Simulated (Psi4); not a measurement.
# CF2 (SMILES F[C]F), step by step

Aim: a geometry optimisation (singlet CF2, r2SCAN-3c/def2-mTZVPP), then the energy (doublet [CF2]+, U-r2SCAN-3c/def2-mTZVPP), then a structure relaxation (doublet [CF2]+, U-r2SCAN-3c/def2-mTZVPP), then a single-point energy (singlet CF2, r2SCAN-3c/def2-mTZVPP) of CF2. 

The calculation is run with Psi4 1.11.

## Step 1: The system as given

CF2: 3 atoms, total charge 0, spin state singlet. As SMILES, `F[C]F`. The coordinates come from a GFN2-xTB relaxation. The run starts from this shape.

Bond lengths: F1–C2 1.320 Å, C2–F3 1.320 Å. Angles: F1–C2–F3 118.3°.

## Step 2: A structure relaxation at r2SCAN-3c/def2-mTZVPP (density fitting) (run 1)

The input, calc.dat:

```
memory 1600 MB

molecule geom {
  F
  C 1 1.319619
  F 2 1.319851 1 118.34017
  symmetry c1
}

set globals {
  reference rks
}

e, wfn = opt('r2scan-3c', return_wfn=True)
print_variables()
```

Command:

```bash
$ psi4 calc.dat calc.out -n 1
```

calc.out:

```text
[...]
  Running in c1 symmetry.
[...]
  Nuclear repulsion =   62.216764259071482
[...]
  Multiplicity = 1
[...]
  Nalpha       = 12
  Nbeta        = 12
[...]
    Number of basis functions: 67
[...]
   @DF-RKS iter   1:  -237.64978635907167   -2.94664e-01   4.60664e-03 DIIS/ADIIS
[...]
   @DF-RKS iter   6:  -237.69281577569546   -4.37694e-12   5.50292e-09 DIIS
[...]
    Orbital Energies [Eh]
    ---------------------
    Doubly Occupied:
       1A    -24.569350     2A    -24.569346     3A    -10.239516
       4A     -1.298619     5A     -1.226226     6A     -0.673364
       7A     -0.568676     8A     -0.519385     9A     -0.507463
      10A     -0.445995    11A     -0.414487    12A     -0.280673
[...]
  @DF-RKS Final Energy:  -237.69281577569546
   => Energetics <=
    Nuclear Repulsion Energy =             64.1829093362053129
    One-Electron Energy =                -456.2309574734907756
    Two-Electron Energy =                 180.4884565603094870
    DFT Exchange-Correlation Energy =     -26.1356048275733102
    Empirical Dispersion Energy =           0.0023806288538459
    VV10 Nonlocal Energy =                  0.0000000000000000
    Total Energy =                       -237.6928157756954647
[...]
  -Total Gradient:
     Atom            X                  Y                   Z
    ------   -----------------  -----------------  -----------------
       1        0.000262908273     0.000161232948     0.000000000000
       2        0.000217231747     0.000171208181     0.000000000000
       3        0.000224621527     0.000213566537    -0.000000000000
[...]
```

Standard output:

```text
Optimizer: Optimization complete!
```

Run time: 36 s. Hardware: 1 thread of AMD EPYC 7R43 (Zen 3), shared host; peak memory 0.53 GiB.

Step by step:

| step | energy from the first frame kept (eV) | largest force (eV/Å) |
| --- | --- | --- |
| 0 | 0.0000 | 3.0312 |
| 1 | -0.2521 | 1.8378 |
| 2 | -0.3686 | 0.4517 |
| 3 | -0.3760 | 0.1265 |
| 4 | -0.3767 | 0.0445 |
| 5 | -0.3767 | 0.0227 |
| 6 | -0.3767 | 0.0159 |

After the run. Bond lengths: F1–C2 1.313 Å, C2–F3 1.313 Å. Angles: F1–C2–F3 104.5°.

## Step 3: The doublet cation: the energy at U-r2SCAN-3c/def2-mTZVPP (density fitting) (run 2)

The input, calc.dat:

```
memory 1600 MB

molecule m {
  1 2
  F
  C 1 1.312852
  F 2 1.312857 1 104.46368
}

set reference uks

result, w = energy('r2scan-3c', return_wfn=True)
```

Command:

```bash
$ psi4 -i calc.dat -o calc.out -n 1
```

calc.out:

```text
[...]
  Running in cs symmetry.
[...]
  Nuclear repulsion =   64.182923017273907
[...]
  Multiplicity = 2
[...]
  Nalpha       = 12
  Nbeta        = 11
[...]
    Number of basis functions: 67
[...]
   @DF-UKS iter   1:  -237.22454516802514    1.55600e-01   5.24973e-03 DIIS/ADIIS
[...]
   @DF-UKS iter  10:  -237.25528073471952   -7.09653e-09   2.10468e-07 DIIS
[...]
   @S^2 Observed:                7.566857149E-01
[...]
  @DF-UKS Final Energy:  -237.25528073471952
   => Energetics <=
    Nuclear Repulsion Energy =             64.1829230172739074
    One-Electron Energy =                -447.6504350069352540
    Two-Electron Energy =                 171.9455838504933922
    DFT Exchange-Correlation Energy =     -25.7357510489320447
    Empirical Dispersion Energy =           0.0023984533805210
    VV10 Nonlocal Energy =                  0.0000000000000000
    Total Energy =                       -237.2552807347195198
[...]
 Multipole Moments:
 ------------------------------------------------------------------------------------
     Multipole            Electronic (a.u.)      Nuclear  (a.u.)        Total (a.u.)
 ------------------------------------------------------------------------------------
 L = 1.  Multiply by 2.5417464519 to convert [e a0] to [Debye]
 Dipole X            :         -0.3344587           -0.2878352           -0.6222940
 Dipole Y            :         -0.2591257           -0.2230107           -0.4821364
 Dipole Z            :          0.0000000            0.0000000            0.0000000
 Magnitude           :                                                    0.7872136
[...]
```

It took 11 s on 1 thread of AMD EPYC 7R43 (Zen 3), shared host; peak memory 0.5 GiB.

## Step 4: The doublet cation: a structure relaxation at U-r2SCAN-3c/def2-mTZVPP (density fitting) (run 3)

The input, calc.in:

```
memory 1600 MB

molecule system {
  1 2
  F      0.427154     0.911731     0.335996
  C      0.357394    -0.386558     0.153895
  F     -0.773286    -0.567306    -0.488357
  symmetry c1
}

set {
  reference uks
}

optimize("r2scan-3c")
```

Command:

```bash
$ psi4 -i calc.in -o calc.out -n 1
```

calc.out:

```text
[...]
  Running in c1 symmetry.
[...]
  Nuclear repulsion =   64.182900641083705
[...]
  Multiplicity = 2
[...]
  Nalpha       = 12
  Nbeta        = 11
[...]
    Number of basis functions: 67
[...]
   @DF-UKS iter   1:  -237.22454499679819    1.55599e-01   4.04493e-03 ADIIS/DIIS
[...]
   @DF-UKS iter   7:  -237.28807274698889   -1.10845e-12   6.42150e-09 DIIS
[...]
   @S^2 Observed:                7.547342523E-01
[...]
  @DF-UKS Final Energy:  -237.28807274698889
   => Energetics <=
    Nuclear Repulsion Energy =             66.4296455458600832
    One-Electron Energy =                -451.5943609072716072
    Two-Electron Energy =                 173.7173353527215625
    DFT Exchange-Correlation Energy =     -25.8426912051733630
    Empirical Dispersion Energy =           0.0019984668744433
    VV10 Nonlocal Energy =                  0.0000000000000000
    Total Energy =                       -237.2880727469888882
[...]
  -Total Gradient:
     Atom            X                  Y                   Z
    ------   -----------------  -----------------  -----------------
       1       -0.000085111026    -0.000139808062     0.000000000000
       2       -0.000076850929     0.000074718938    -0.000000000000
       3        0.000137799407     0.000088652077     0.000000000000
[...]
    Final optimized geometry and variables:
    Molecular point group: c1
    Full point group: Cs
    Geometry (in Angstrom), charge = 1, multiplicity = 2:
    F            0.658601329720     0.871587571272    -0.000000000000
    C            0.310605831786    -0.302908555440     0.000000000000
    F           -0.854789922493    -0.680260824801    -0.000000000000
    Psi4 run time: 0:01:01.83
[...]
```

On the terminal:

```text
Optimizer: Optimization complete!
```

It took 63 s on 1 thread of AMD EPYC 7R43 (Zen 3), shared host; peak memory 0.52 GiB.

Step by step:

| step | energy from the first frame kept (eV) | largest force (eV/Å) |
| --- | --- | --- |
| 0 | 0.0000 | 8.0572 |
| 1 | -0.8011 | 2.3158 |
| 2 | -0.8808 | 1.0469 |
| 3 | -0.8900 | 0.3601 |
| 4 | -0.8922 | 0.1539 |
| 5 | -0.8922 | 0.0647 |
| 6 | -0.8923 | 0.0084 |

After the run. Bond lengths: F1–C2 1.225 Å, C2–F3 1.225 Å. Angles: F1–C2–F3 124.4°.

## Step 5: A single-point energy at r2SCAN-3c/def2-mTZVPP (density fitting) (run 4)

The input, cf2.inp:

```
memory 1.6 GB

molecule m {
  0 1
  F      0.490688     0.905617     0.370284
  C      0.240469    -0.263395     0.103181
  F     -0.762966    -0.638985    -0.490612
  units angstrom
  symmetry c1
}


energy("r2scan-3c")
```

Command:

```bash
$ psi4 cf2.inp cf2.out -n 1
```

cf2.out:

```text
[...]
  Running in c1 symmetry.
[...]
  Nuclear repulsion =   66.429660112632945
[...]
  Multiplicity = 1
[...]
  Nalpha       = 12
  Nbeta        = 12
[...]
    Number of basis functions: 67
[...]
   @DF-RKS iter   1:  -237.61518823026978   -1.61232e-02   5.04309e-03 DIIS/ADIIS
[...]
   @DF-RKS iter   7:  -237.65474591555719   -1.78056e-08   4.51554e-07 DIIS
[...]
  @DF-RKS Final Energy:  -237.65474591555719
   => Energetics <=
    Nuclear Repulsion Energy =             66.4296601126329449
    One-Electron Energy =                -460.0856472493335900
    Two-Electron Energy =                 182.2165584266160465
    DFT Exchange-Correlation Energy =     -26.2172978850766789
    Empirical Dispersion Energy =           0.0019806796041224
    VV10 Nonlocal Energy =                  0.0000000000000000
    Total Energy =                       -237.6547459155571858
[...]
 Multipole Moments:
 ------------------------------------------------------------------------------------
     Multipole            Electronic (a.u.)      Nuclear  (a.u.)        Total (a.u.)
 ------------------------------------------------------------------------------------
 L = 1.  Multiply by 2.5417464519 to convert [e a0] to [Debye]
 Dipole X            :         -0.6311324            0.1850750           -0.4460575
 Dipole Y            :          0.6154913           -0.1804890            0.4350024
 Dipole Z            :         -0.0000000            0.0000000           -0.0000000
 Magnitude           :                                                    0.6230524
[...]
```

Wall time 7.8 s (1 thread of AMD EPYC 7R43 (Zen 3), shared host); peak memory 0.5 GiB.

## Step 6: Summary of results

| quantity | value |
| --- | --- |
| run 1, r2SCAN-3c/def2-mTZVPP: total energy at the end | -237.69282 Eh |
| run 1, r2SCAN-3c/def2-mTZVPP: dipole moment | 0.68 D |
| run 1, r2SCAN-3c/def2-mTZVPP: HOMO energy | -7.64 eV |
| run 1, r2SCAN-3c/def2-mTZVPP: LUMO energy | -3.43 eV |
| run 1, r2SCAN-3c/def2-mTZVPP: HOMO–LUMO gap | 4.21 eV |
| doublet cation, run 2: total energy | -237.25528 Eh |
| doublet cation, run 2: HOMO energy (highest over α and β) | -19.53 eV |
| doublet cation, run 2: LUMO energy (lowest over α and β) | -15.62 eV |
| doublet cation, run 2: ⟨S²⟩ | 0.757 |
| doublet cation, run 3: total energy at the end | -237.28807 Eh |
| doublet cation, run 3: HOMO energy (highest over α and β) | -17.89 eV |
| doublet cation, run 3: LUMO energy (lowest over α and β) | -13.63 eV |
| doublet cation, run 3: ⟨S²⟩ | 0.755 |
| run 4, r2SCAN-3c/def2-mTZVPP: total energy | -237.65475 Eh |
| run 4, r2SCAN-3c/def2-mTZVPP: dipole moment | 1.58 D |
| run 4, r2SCAN-3c/def2-mTZVPP: HOMO energy | -5.78 eV |
| run 4, r2SCAN-3c/def2-mTZVPP: LUMO energy | -2.45 eV |
| run 4, r2SCAN-3c/def2-mTZVPP: HOMO–LUMO gap | 3.33 eV |
| adiabatic ionisation energy (to the doublet cation, no zero-point term) | 11.014 eV |

What this shows: The adiabatic ionisation energy (to the doublet cation, no zero-point term) is 11.01 eV (254 kcal/mol). The optimisation (run 1, r2SCAN-3c/def2-mTZVPP) took 7 steps and changed the energy by -0.377 eV. The optimisation (doublet cation, run 3) took 7 steps and changed the energy by -0.892 eV.
